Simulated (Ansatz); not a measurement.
A nudged elastic band was laid between two geometries of CH8Si2 (11 atoms, charge 0, multiplicity 1).

Method: Ansatz, RKS B3LYP-D4/def2-SVP.

```
movable images  : 8
climbing image  : no
spring          : 5.0 eV/Å²
optimiser       : quadratic models (default)
start path      : through a guess of the saddle point
force threshold : 0.03 eV/Å
iteration limit : 60
end points      : relaxed
```

First end point:

```xyz
11
Properties=species:S:1:pos:R:3
Si 0.168 -0.118 0.583
H 0.139 -0.480 2.034
C 1.956 0.105 0.002
H 2.529 -0.827 0.132
H 1.989 0.382 -1.064
H 2.458 0.899 0.578
H -0.591 1.161 0.421
Si -0.912 -1.807 -0.649
H -2.311 -2.020 -0.169
H -0.961 -1.445 -2.100
H -0.167 -3.099 -0.520
```

Last end point:

```xyz
11
Properties=species:S:1:pos:R:3
Si -0.839 0.558 0.174
H 1.204 -0.277 1.508
C 1.987 -0.143 0.743
H 2.426 -1.122 0.508
H 1.592 0.291 -0.192
H 2.747 0.541 1.145
H -0.312 1.050 -1.178
Si -1.043 -1.672 -0.702
H -1.275 -2.702 0.357
H -2.279 -1.629 -1.556
H 0.089 -2.142 -1.561
```

(1) What changes between the two ends?

(2) Give the energies along the band, and the barrier.

(3) What is the geometry of the highest image?

Results:

(1) Bonds broken: Si1–H2, Si1–C3. Bonds formed: H2–C3. CH8Si2 becomes CH4 + H4Si2.

(2) The run converged. The highest image is number 6 of 0 to 9, 214.8 kJ/mol above the first end and 15.8 kJ/mol above the last; the last end lies 198.9 kJ/mol above the first. Beside the main top the profile has a ripple of under 15 meV (maxima at images 2, 6), which may be a very shallow well or noise. A structure lower than the last end lies on the path between it and the top, so the climb from that side starts below the end, which may itself be a saddle point or a shallow side well. Neighbouring images differ by up to 2.1 eV, so the band resolves the path poorly. No image climbed, so the highest image needn't sit at the top of the path. The orbitals stay closed-shell, which can raise the energy where a bond breaks towards radicals; this wasn't checked here.

```
image  path coordinate (Å)  energy (kJ/mol)  Si1–H2 (Å)  Si1–C3 (Å)  H2–C3 (Å)
    0                 0.00              0.0        1.50        1.89       2.79
    1                 0.90              1.7        1.50        1.89       2.78
    2                 1.81              3.8        1.50        1.89       2.78
    3                 2.71              3.3        1.50        1.89       2.78
    4                 3.62             10.3        1.49        1.89       2.66
    5                 4.53            214.0        1.46        2.09       1.88
    6                 5.44            214.8        1.83        2.63       1.16
    7                 6.35            198.4        2.15        2.99       1.12
    8                 7.27            197.4        2.18        2.99       1.12
    9                 8.18            198.9        2.58        2.97       1.10
```

(3) 
```xyz
11
Properties=species:S:1:pos:R:3:forces:R:3
Si -0.676 0.250 0.704 -0.58 0.14 0.18
H 1.071 0.096 1.210 0.45 -0.11 -0.54
C 1.922 -0.104 0.443 0.08 0.00 0.23
H 2.276 -1.114 0.678 0.10 -0.02 0.05
H 1.713 -0.028 -0.632 -0.23 0.06 0.23
H 2.646 0.668 0.725 0.17 0.01 0.04
H -0.430 1.236 -0.429 0.02 -0.11 -0.11
Si -0.981 -1.725 -0.643 -0.02 0.04 -0.02
H -1.782 -2.725 0.131 0.02 0.00 -0.03
H -1.752 -1.396 -1.883 -0.03 -0.04 -0.04
H 0.288 -2.409 -1.057 0.00 0.04 0.00
```

Time of the run: 11 min on 2 threads of Arm Neoverse V1, on a shared host, peak memory 0.17 GiB.
